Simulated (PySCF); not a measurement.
Work out the structure from these simulated measurements.

Formula: C3H4S.

- Triplet: lowest triplet excitation (Tamm–Dancoff): 1.75 eV [TDA CAM-B3LYP/aug-cc-pVTZ]
- NMR, other nuclei: isotropic shieldings of nuclei other than C and H, by class: -643 (1 S) ppm [GIAO PBE0/pcSseg-2]
- UV, first state: lowest singlet excitation: 2.21 eV (562 nm, f = 0.000) [TDDFT CAM-B3LYP/aug-cc-pVTZ]
- 1H NMR: chemical shifts (computed TMS as zero) by class: 11.64 (1 H), 7.13 (1 H), 6.77 (1 H), 6.05 (1 H) ppm [GIAO PBE0/pcSseg-2]
- Dipole: 2.97 D [CAM-B3LYP/aug-cc-pVTZ]
- Rotational structure: rotational constants A, B, C: 46.697, 2.822, 2.661 GHz [PBE0-D3(BJ)/def2-TZVP]
- UV, strongest line: among the 10 lowest singlet transitions: S2 at 4.93 eV (252 nm, f = 0.525) [TDDFT CAM-B3LYP/aug-cc-pVTZ]
- Polarisability: 66.1 au [CAM-B3LYP/aug-cc-pVTZ]
- 13C NMR: chemical shifts (computed TMS as zero) by class: 256.3 (1 C), 158.7 (1 C), 146.8 (1 C) ppm [GIAO PBE0/pcSseg-2]

Electronic properties: PySCF, gas phase, density fitting. Levels stand in brackets. Isolated species at its PBE0-D3(BJ)/def2-TZVP geometry (one conformer only). NMR classes are plain means over equivalent atoms (diastereotopic ones count apart unless rotation or inversion swaps them), as if these changed places fast.

**Question.** Propose a structure and show how it fits.

**Answer.** Numbering: `[CH2:1]=[CH:2][CH:3]=[S:4]`. Its formula, C3H4S, gives 2 degrees of unsaturation: 0 rings and 2 π bonds in the structure found. 3 carbons fall into 3 classes; from least to most shielded: thiocarbonyl carbon [C3] (256.3 ppm), alkene CH carbon [C2] (158.7 ppm), terminal =CH2 carbon [C1] (146.8 ppm). Hydrogen classes from least to most shielded: 1 H on a thiocarbonyl carbon, C3 (11.64 ppm), 1 H on an alkene CH carbon, C2 (7.13 ppm), 1 H on a terminal =CH2 carbon, C1 (6.77 ppm), 1 H on a terminal =CH2 carbon, C1 (6.05 ppm). The other shieldings belong to: -643 ppm, thiocarbonyl sulfur [S4]. S1 is mainly HOMO→LUMO (weight 0.97); the largest Löwdin shares of the orbital it empties are 0.69 on the thiocarbonyl sulfur and 0.23 on the thiocarbonyl carbon, of the orbital it fills 0.36 on the thiocarbonyl sulfur, 0.26 on the thiocarbonyl carbon, 0.18 on the terminal =CH2 carbon and 0.10 on the alkene CH carbon. The optimised geometry has point group Cs and is an asymmetric top. Structure: `C=CC=S` (thioacrolein). The assignments are read from this structure; whether some other isomer fits the data as well wasn't checked.

Shape of the structure used: `[CH2:1]=[CH:2][CH:3]=[S:4]`: C1–C2–C3–S4 180°.
